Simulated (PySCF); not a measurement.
Gas-phase reaction: C3H5 (allyl) ⇌ C3H4 (cyclic) + H

Method: PySCF energies plus ideal-gas RRHO corrections (1 bar). 'Table' is the NASA 1993 thermochemical table (part measured, part estimated). S°(298 K) at PBE0/def2-TZVP differs from the NASA 1993 table for C3H5 (allyl) (-17 J/mol/K); whether the harmonic model or the table's entry is off was not settled. † marks an energy on the PBE0/def2-TZVP geometry and frequencies; other levels use their own. CCSD(T) freezes the core. 6-31G* has spherical d functions here. Open shells (unrestricted): C3H5 (allyl) (multiplicity 2), H (multiplicity 2); the rest are closed-shell singlets. B3LYP is the form with VWN-RPA correlation. CCSD(T) isn't extrapolated to the basis-set limit; its ΔH°(298 K) is 321.0 kJ in def2-SVP and 332.4 kJ in def2-TZVPP. The harmonic model lacks anharmonicity and excited electronic states, which grow with temperature; levels with a mode under 35 cm⁻¹ are left out. The table's entry may be an old estimate for C3H5 (allyl), C3H4 (cyclic) (not checked at source). Warning, spin contamination: C3H5 (allyl) (CCSD(T)/def2-SVP†, CCSD(T)/def2-TZVPP†).

```
level                ΔH°(298 K), kJ  minus table  ΔG°(1400 K), kJ
-------------------  --------------  -----------  ---------------
table                         326.1            -            199.4
B3LYP/6-31G*                  348.1         22.0            200.9
B3LYP/def2-TZVP†              349.7         23.6            202.8
BLYP/def2-TZVP†               342.8         16.7            196.0
CCSD(T)/def2-SVP†             321.0         -5.1            174.1
CCSD(T)/def2-TZVPP†           332.4          6.3            185.6
PBE/def2-SVP                  316.7         -9.4            170.1
PBE/def2-TZVP†                323.1         -3.0            176.3
```
